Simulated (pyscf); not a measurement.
HO–BH–OH + methane (CH₄) → HO–BH–OH + methane (CH₄) (four-centre exchange; singlet surface; H–O, C–H broken, H–O, C–H formed). Structures and frequencies: ωB97X-D3(BJ)/def2-SVP in PySCF. Correlated levels are frozen-core, on RHF or UHF. ΔMP2 is the change of the MP2 total energy from the triple- to the quadruple-zeta basis. Energies in kJ/mol from the separated reactants.

```csv
level,barrier,reaction energy
ωB97X-D3(BJ)/def2-TZVP,332.2,0.0
r²SCAN/def2-TZVP,307.7,0.0
PBE0-D3(BJ)/def2-TZVP,310.7,0.0
ωB97M-D3(BJ)/def2-TZVP,327.3,0.0
HF/def2-TZVP,426.2,0.0
MP2/def2-QZVPP,327.3,0.0
CCSD(T)/def2-TZVPP + ΔMP2(QZVPP),[?],0.0
```

### Question
Complete the blanks.

### Answer

- CCSD(T)/def2-TZVPP + ΔMP2(QZVPP), barrier: 339.0

Of the functionals in the table, ωB97X-D3(BJ) is closest to CCSD(T)/def2-TZVPP + ΔMP2(QZVPP) in the barrier (6.8 kJ/mol apart) and r²SCAN least close (31.3 kJ/mol); that level has limits of its own. The same reactants have a lower exit, to H₃C–B(OH)–OH + H₂ (barrier +257.9 kJ/mol at ωB97M-D3(BJ)/def2-TZVP, against +327.3 kJ/mol here). This is the saddle that the search found; another between the same sides may lie lower. The CCSD(T) − MP2 part came from Ansatz, without density fitting, on the same reference.
